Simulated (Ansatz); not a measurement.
Run this with the Ansatz DFT code, driven from Python and show what comes out.

Script `composite_c2h2.py`:
```python
import logging
import sys

import ansatz as az
from ase import Atoms
import numpy as np

logging.basicConfig(stream=sys.stdout, format='[%(levelname)s] %(message)s')
log = logging.getLogger('run')
log.setLevel(logging.INFO)

atoms = Atoms(['C', 'C', 'H', 'H'], positions=[
    (0.1559, -0.5407, 0.1991),
    (-0.1565, 0.5405, -0.1991),
    (0.4278, -1.4913, 0.5516),
    (-0.4272, 1.4915, -0.5516),
])
mol = az.Crystal.molecule_from_ase(atoms)

calculation = mol.calculation()
calculation = calculation.basis(gaussian='def2-SVP')
calculation = calculation.functional('r2scan')
symbols = [site.symbol for site in mol.cartesian_sites]
start = np.array([site.position_ang for site in mol.cartesian_sites], dtype=float)
r = calculation.relax(force_tolerance=0.01, max_steps=100).run(threads=1, pin='off').report
end = np.array(r['positions_ang'])
log.info('final positions (A) and the move of each atom')
for symbol, xyz, old in zip(symbols, end, start):
    log.info(f'{symbol:2s} {xyz[0]:10.5f} {xyz[1]:10.5f} {xyz[2]:10.5f}   {np.linalg.norm(xyz - old):7.4f}')

minimum = az.Crystal.molecule()
for symbol, place in zip(symbols, end):
    minimum = minimum.atom(symbol, place.tolist())
at_minimum = minimum.calculation()
level = lambda method, basis: at_minimum.basis(gaussian=basis).correlation(method).run(threads=1, pin='off').report
small, large, cluster = level('mp2', 'cc-pVDZ'), level('mp2', 'cc-pVTZ'), level('ccsd_t', 'cc-pVDZ')
corr = lambda each: (each['free_energy_ev'] - each['reference_energy_ev']) / 27.211386246
mp2_limit = (27 * corr(large) - 8 * corr(small)) / 19
pieces = {'HF / cc-pVTZ': large['reference_energy_ev'] / 27.211386246, 'MP2 correlation, DZ-TZ limit': mp2_limit, 'CCSD(T) - MP2 / cc-pVDZ': corr(cluster) - corr(small)}
for name, value in pieces.items():
    log.info(f'{name:32s} {value:14.6f} Ha')
log.info(f'{"sum":32s} {sum(pieces.values()):14.6f} Ha')
print('T1 diagnostic', round(cluster['correlation']['coupled_cluster']['t1_diagnostic'], 4))
```

```console
$ python composite_c2h2.py
[INFO] final positions (A) and the move of each atom
[INFO] C     0.15812   -0.54872    0.20222    0.0089
[INFO] C    -0.15849    0.54861   -0.20223    0.0089
[INFO] H     0.43659   -1.52211    0.56293    0.0340
[INFO] H    -0.43621    1.52222   -0.56292    0.0340
[INFO] HF / cc-pVTZ                         -76.847848 Ha
[INFO] MP2 correlation, DZ-TZ limit          -0.333830 Ha
[INFO] CCSD(T) - MP2 / cc-pVDZ               -0.028216 Ha
[INFO] sum                                  -77.209894 Ha
T1 diagnostic 0.0126
```

Notes:
- The settings weren't tested for convergence.
- The sum leaves out core correlation, relativity, the Hartree-Fock basis error and zero-point energy; a DZ-TZ extrapolation is rough.
- Inner cores stay frozen, so this is valence correlation.
- Timing: 4.2 s on 1 thread of Arm Neoverse V1, with other jobs on the host, peak memory 0.18 GiB.

(Lines on the test bed's own set-up are left out of the output.)
